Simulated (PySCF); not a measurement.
## Bond curve of LiMg

Set-up: PySCF, no relativity, basis sets Li def2-SVPD, Mg def2-SVPD. Energies in eV from Li + Mg in their ground configurations at the same level. State: ²Σ⁺ (doublet), unpaired electrons σ ↑.

```tsv
R (Å)	ROHF-MP2	ROHF-CCSD	M06-L	ROHF
2.680	0.0973		-0.1562	0.3312
2.804	0.0267	-0.0386	-0.2211	0.2369
2.929	-0.0192	-0.0843	-0.2571	0.1700
3.022	-0.0418	-0.1047	-0.2701	0.1331
3.116	-0.0569	-0.1165	-0.2740	0.1049
3.209	-0.0662	-0.1219	-0.2704	0.0833
3.334	-0.0723	-0.1220	-0.2565	0.0623
3.490	-0.0732	-0.1152	-0.2288	0.0447
3.677	-0.0688	-0.1023	-0.1866	0.0316
3.926	-0.0593		-0.1272	0.0213
```

Task: Put a parabola through the three lowest points of the ROHF-MP2 curve and estimate Re, k and ωe (reduced mass 5.428 u; 1 eV/Å² = 0.16022 mdyn/Å; ωe = 1302.8·√(k/μ) cm⁻¹).

Result: Through R = 3.334, 3.49, 3.677 Å the second-order coefficient is 0.0854 eV/Å², so Re ≈ 3.446 Å, k ≈ 0.0274 mdyn/Å and ωe ≈ 93 cm⁻¹. A polynomial fit of higher order to the unrounded ROHF-MP2 energies gives Re = 3.434 Å, k = 0.0348 mdyn/Å, ωe = 104 cm⁻¹; anharmonicity and rounding make the difference.

The higher-order fit for each curve: ROHF-MP2: Re = 3.434 Å, ωe = 104 cm⁻¹, De = 0.074 eV; ROHF-CCSD: Re = 3.271 Å, ωe = 145 cm⁻¹, De = 0.123 eV; M06-L: Re = 3.114 Å, ωe = 207 cm⁻¹, De = 0.274 eV. ROHF gives no reliable minimum on this grid.

Correlated steps freeze 1 core orbital. The bond is weak. Basis-set superposition, not corrected here, can be much of De in a small basis, most of all at correlated wavefunction levels. Functionals without a dispersion term scatter widely for such bonds, and LDA overbinds them. Counting both spins, an empty level lies below a filled one in some of these solutions, because spin and occupation are held. The state is the lowest determinant that a PBE0 search found; another state may lie lower at other levels.
